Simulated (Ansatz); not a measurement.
Which is lower?

Two relaxed structures of CH$_{6}$NSi (charge -1), closed shell (PBE0-D4/def2-TZVPD; forces vanish, vibrations not checked).

A:

```xyz
9
angstrom
C -0.5991 0.9284 -0.8153
Si 0.7372 0.4476 0.2225
N 0.2945 -0.7713 1.4334
H 1.4566 1.3902 1.1975
H -0.4338 1.0192 -1.8872
H -1.4916 1.4344 -0.4500
H 1.8879 -0.0293 -0.6520
H -0.1743 -1.5803 1.0465
H 1.0202 -1.0614 2.0782
```

B:

```json
{"atom": "C1", "x (Å)": "-0.6587", "y (Å)": "0.7453", "z (Å)": "-0.8681"}
{"atom": "Si2", "x (Å)": "0.8462", "y (Å)": "0.5533", "z (Å)": "0.3537"}
{"atom": "N3", "x (Å)": "0.1824", "y (Å)": "-0.8071", "z (Å)": "1.3712"}
{"atom": "H4", "x (Å)": "-1.0273", "y (Å)": "-0.2190", "z (Å)": "-1.2481"}
{"atom": "H5", "x (Å)": "-0.3655", "y (Å)": "1.3559", "z (Å)": "-1.7320"}
{"atom": "H6", "x (Å)": "-1.4959", "y (Å)": "1.2503", "z (Å)": "-0.3728"}
{"atom": "H7", "x (Å)": "1.7262", "y (Å)": "-0.2340", "z (Å)": "-0.6699"}
{"atom": "H8", "x (Å)": "0.1099", "y (Å)": "-1.7161", "z (Å)": "0.9253"}
{"atom": "H9", "x (Å)": "0.6827", "y (Å)": "-0.9286", "z (Å)": "2.2406"}
```

Ansatz 0.2.0; basis: def2-TZVPPD; cores frozen in the correlated methods. B3LYP uses VWN-RPA correlation.

Question: Which structure is lower at CCSD(T), and by how much? (Judge from chemistry; the value comes from the calculation.)

Answer: By the calculation: B, by 25.0 kJ/mol (electronic energy, against the other). By their contacts, A is CH₆NSi ([CH2][SiH2][NH2]), total charge -1 and B is CH₆NSi ([CH3][SiH][NH2]), total charge -1.

All methods give the same order:

```tsv
method	E(B) − E(A) (kJ/mol)
PBE-D4	-28.2
r2SCAN-D4	-20.0
PBE0-D4	-28.0
B3LYP-D4	-24.7
wB97M-V	-25.6
HF	-24.8
MP2	-15.1
CCSD	-26.3
CCSD(T)	-25.0
```

The T1 diagnostic stays at or below 0.013.

Labels in which every atom is bracketed show which atoms are joined, not bond orders.

For scale, one of the runs: CCSD(T)/def2-TZVPPD, 224 basis functions, launched by `ansatz run in.yaml --threads 2 --pin off --events-out ev --progress --plain --max-ram 4352MiB`. Hardware: 2 CPU threads of an Intel Xeon Platinum 8488C, shared host. Wall time 72 s; peak host memory 3.5 GiB.
